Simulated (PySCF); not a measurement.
Compound: C3H8O.
Atom-mapped SMILES: `[CH3:1][CH2:2][O:3][CH3:4]` (hydrogens: H5, H6, H7 on C1; H8, H9 on C2; H10, H11, H12 on C4)

Cartesian coordinates in Å at the PBE0-D3(BJ)/def2-SVP level; atoms count from 1:
```
atom  x, y, z in Å
C1     1.542    0.458    0.218
C2     0.643   -0.675   -0.246
O3    -0.627   -0.261   -0.666
C4    -1.478    0.148    0.357
H5     1.625    1.226   -0.565
H6     2.552    0.078    0.438
H7     1.166    0.940    1.133
H8     1.097   -1.175   -1.117
H9     0.552   -1.439    0.554
H10   -2.471    0.322   -0.083
H11   -1.153    1.086    0.845
H12   -1.579   -0.626    1.145
```

Method used: EOM-IP-CCSD/aug-cc-pVDZ in PySCF, restricted Hartree–Fock reference, frozen core, non-relativistic, gas phase, PBE0-D3(BJ)/def2-SVP geometry.

The vertical ionisation energies are 9.65, 11.30, 12.69, 13.29, 13.99, 14.39, 15.55, 16.56 eV.

Task: Which Hartree–Fock orbital leads each hole, and what is its Koopmans value −ε?

Result: 
```json
{"leading hole (HF orbital)": "HOMO", "Koopmans (eV)": "11.32", "EOM-IP-CCSD (eV)": "9.65", "change (eV)": "-1.67", "one-hole share": "0.95"}
{"leading hole (HF orbital)": "HOMO-1", "Koopmans (eV)": "12.55", "EOM-IP-CCSD (eV)": "11.30", "change (eV)": "-1.25", "one-hole share": "0.96"}
{"leading hole (HF orbital)": "HOMO-2", "Koopmans (eV)": "13.56", "EOM-IP-CCSD (eV)": "12.69", "change (eV)": "-0.87", "one-hole share": "0.96"}
{"leading hole (HF orbital)": "HOMO-3", "Koopmans (eV)": "14.22", "EOM-IP-CCSD (eV)": "13.29", "change (eV)": "-0.93", "one-hole share": "0.96"}
{"leading hole (HF orbital)": "HOMO-4", "Koopmans (eV)": "14.88", "EOM-IP-CCSD (eV)": "13.99", "change (eV)": "-0.89", "one-hole share": "0.96"}
{"leading hole (HF orbital)": "HOMO-5", "Koopmans (eV)": "15.47", "EOM-IP-CCSD (eV)": "14.39", "change (eV)": "-1.08", "one-hole share": "0.95"}
{"leading hole (HF orbital)": "HOMO-6", "Koopmans (eV)": "17.11", "EOM-IP-CCSD (eV)": "15.55", "change (eV)": "-1.56", "one-hole share": "0.95"}
{"leading hole (HF orbital)": "HOMO-7", "Koopmans (eV)": "18.05", "EOM-IP-CCSD (eV)": "16.56", "change (eV)": "-1.49", "one-hole share": "0.95"}
```

Task: Does the order of the lines follow the orbital energies?

Result: Yes, no two lines change places. The corrections run from -1.67 to -0.87 eV, with a mean of -1.22 eV over the 8 lines; no line lies above its Koopmans value.

Task: At what kinetic energies would He I light (21.22 eV) eject these electrons?

Result: 11.57 eV (HOMO), 9.92 eV (HOMO-1), 8.53 eV (HOMO-2), 7.93 eV (HOMO-3), 7.23 eV (HOMO-4), 6.83 eV (HOMO-5), 5.67 eV (HOMO-6), 4.66 eV (HOMO-7).

One root was sought for each valence orbital with −ε under 21 eV, eight at most, so deeper holes and satellites are missing; no vibrational structure.

One conformer stands for the species.
